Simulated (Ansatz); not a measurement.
Relaxing Ta3CrN4

Method: DFT PBE, scalar-relativistic, plane waves, PAW in Ansatz 0.2.0. Cutoff 420 eV, Γ-centred k mesh, Gaussian smearing, collinear spin, first started from parallel moments.

Ta3CrN4 was placed on the sites of a reported VCu3S4 cell (P-43m, No. 215), with Cr in place of V, Ta in place of Cu, N in place of S, at a guessed volume.

```
Ta Cr N
1.0
     4.69356    0.00000    0.00000
     0.00000    4.69356    0.00000
     0.00000    0.00000    4.69356
Ta Cr N
3 1 4
Direct
  0.50000 0.00000 0.00000
  0.00000 0.50000 0.00000
  0.00000 0.00000 0.50000
  0.00000 0.00000 0.00000
  0.23500 0.23500 0.23500
  0.23500 0.76500 0.76500
  0.76500 0.76500 0.23500
  0.76500 0.23500 0.76500
```

Cell and atoms relax at zero pressure; the relaxation can't lower the symmetry of the start. After a coarse first stage the cell is made exact in the group found at 0.06 Å.

The zero of energy is the elements' standard structures at the same level (N₂ as a molecule); no fitted shifts are applied.

(1) Describe the relaxed structure.

(2) What are its volume, energy, gap and moment?

Answers

(1) It keeps P-43m (No. 215). Conventional cell: a = 4.934 Å. Ta is coordinated by 4 N at 2.09 Å and 2 Cr at 2.47 Å; Cr has 4 N at 2.00 Å and 6 Ta at 2.47 Å; N has 1 Cr at 2.00 Å and 3 Ta at 2.09 Å.

```
Ta Cr N
1.0
     4.93408    0.00000    0.00000
     0.00000    4.93408    0.00000
     0.00000    0.00000    4.93408
Ta Cr N
3 1 4
Direct
  0.50000 0.00000 0.00000
  0.00000 0.50000 0.00000
  0.00000 0.00000 0.50000
  0.00000 0.00000 0.00000
  0.23377 0.23377 0.23377
  0.23377 0.76623 0.76623
  0.76623 0.76623 0.23377
  0.76623 0.23377 0.76623
```

(2) The volume per atom is 15.02 Å³ and the density is 9.00 g/cm³. The energy over the elements is -0.37 eV/atom and the gap on the 8×8×8 mesh is 0 eV (a metal). The net moment per atom is 0.00 μB and the largest site moment is 0.00 μB.

The final run used a 8×8×8 mesh on its 8-atom cell and 0.10 eV smearing. The k mesh leaves about 4 meV/atom of noise in metals. Spin–orbit coupling is left out. A structure relaxed within its symmetry needn't be a true minimum. The steps took of the order of 6 core-minutes in all.